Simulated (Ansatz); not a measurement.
C4H4O2 can be A, `OC=C=C1CO1`, or B, `C#CCC(=O)O`.

Calculated with Ansatz (gas phase, PBE0-D4/def2-TZVP geometries, no zero-point term in ΔE). CCSD(T)/CBS is the MP2 limit (def2-TZVPP, def2-QZVPP) plus CCSD(T) − MP2 in def2-TZVPP, frozen cores. Functionals use def2-TZVPP. B3LYP here is the variant with VWN-RPA as its local correlation; programs differ in this. One conformer a species, not always the lowest.

Question: Which is lower in electronic energy at CCSD(T)/CBS, and by how much? (An estimate is asked.)

Answer: Ansatz gave: B, by 52.5 kcal/mol.

Question: Give E(B) − E(A) in kcal/mol with CCSD/def2-TZVPP, r2SCAN-D4, ωB97M-V, B3LYP-D4, PBE0-D4, MP2/def2-TZVPP, CCSD(T)/def2-TZVPP. (Best estimate.)

Answer: Ansatz gave: CCSD/def2-TZVPP -54.2, r2SCAN-D4 -44.9, ωB97M-V -50.7, B3LYP-D4 -47.9, PBE0-D4 -44.8, MP2/def2-TZVPP -54.7, CCSD(T)/def2-TZVPP -52.7. None reverses the order clearly.

Largest T1 diagnostic: 0.015.

In def2-TZVPP, CCSD(T) changes the Hartree–Fock value by +8.4 kcal/mol (the triples alone add +1.5 kcal/mol) and MP2 by +6.4 kcal/mol. From PBE to PBE0 (25 % exact exchange), in def2-TZVPP and without D4, E(B) − E(A) moves by −4.0 kcal/mol.
